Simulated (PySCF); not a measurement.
## Frontier orbitals and the lowest excitations

Species: C5H10.
Cartesian coordinates in Å at the PBE0-D3(BJ)/def2-SVP level; atoms count from 1:
```
atom  x, y, z in Å
C1     1.9629   -0.3984    0.0089
C2     0.7226    0.0782   -0.7321
C3    -0.3693    0.5611    0.1898
C4    -1.3016   -0.4243    0.8331
C5    -1.8065    0.5071   -0.2313
H6     2.7448   -0.7411   -0.6858
H7     1.7228   -1.2331    0.6863
H8     2.3944    0.4084    0.6227
H9     0.9930    0.8877   -1.4328
H10    0.3236   -0.7395   -1.3577
H11   -0.0861    1.4201    0.8100
H12   -1.1805   -1.4805    0.5732
H13   -1.6163   -0.2532    1.8659
H14   -2.0318    0.0852   -1.2154
H15   -2.4704    1.3235    0.0651
```

Theory: TDDFT B3LYP/def2-SVPD, vertical, gas phase, core orbitals frozen in the response in PySCF.

Frontier orbitals with the atoms that hold most of them (Löwdin shares over 4%, at most four atoms; ? is withheld):

```json
{"orbital": "LUMO+2", "ε (eV)": "1.13", "atoms": "H11 22%, H10 13%, C3 10%, H12 9%"}
{"orbital": "LUMO+1", "ε (eV)": "1.02", "atoms": "C5 22%, H15 15%, H14 13%, C1 11%"}
{"orbital": "LUMO", "ε (eV)": "0.64", "atoms": "?"}
{"orbital": "HOMO", "ε (eV)": "?", "atoms": "?"}
{"orbital": "HOMO-1", "ε (eV)": "-7.99", "atoms": "C5 32%, C4 29%, C3 14%, C2 6%"}
{"orbital": "HOMO-2", "ε (eV)": "-9.12", "atoms": "C2 24%, C3 21%, C1 13%, H10 10%"}
{"orbital": "HOMO-3", "ε (eV)": "-9.48", "atoms": "C1 27%, C2 19%, H7 13%, H9 9%"}
```

Problem. Which atoms hold the LUMO, and with what shares?

Solution. C1 (bonded to C and 3 H) 19%; C2 (bonded to 2 C and 2 H) 11%; C4 (bonded to 2 C and 2 H) 10%; H6 (bonded to C) 6%. By element: carbon 40% or more, hydrogen 6% or more.

Problem. Which atoms hold the HOMO, and with what shares?

Solution. C3 (bonded to 3 C and H) 32%; C4 (bonded to 2 C and 2 H) 20%; C5 (bonded to 2 C and 2 H) 17%; C2 (bonded to 2 C and 2 H) 8%.

Problem. What is the HOMO energy, and the HOMO–LUMO gap?

Solution. ε(HOMO) = -7.72 eV; the gap is 8.37 eV (0.3074 hartree).

Problem. How does S1 compare with the orbital gap of 8.37 eV?

Solution. S1 is at 7.44 eV (f = 0.013), 0.92 eV below the gap, made of HOMO→LUMO (94%). 

Problem. Give energy, strength and leading configuration of S1, S2, S4 and S7, and follow the Löwdin shares of the leading atoms from the occupied to the empty orbital.

Solution. 
- S1 (7.44 eV, f 0.013), HOMO→LUMO (94%): C3 32% → at most 7%, C4 20% → 10%, C1 at most 9% → 19%, C2 8% → 11%
- S2 (7.71 eV, f 0.0002), HOMO-1→LUMO (90%): C5 32% → at most 7%, C4 29% → 10%, C1 at most 7% → 19%, C2 6% → 11%
- S4 (7.86 eV, f 0.049), HOMO→LUMO+1 (95%): C3 32% → at most 11%, C4 20% → at most 11%, C5 17% → 22%, H15 at most 9% → 15%
- S7 (8.13 eV, f 0.023), HOMO-1→LUMO+1 (88%): C5 32% → 22%, C4 29% → at most 11%, H15 at most 7% → 15%

Löwdin shares depend on the basis, the more so with diffuse functions.

One conformer stands for the species.
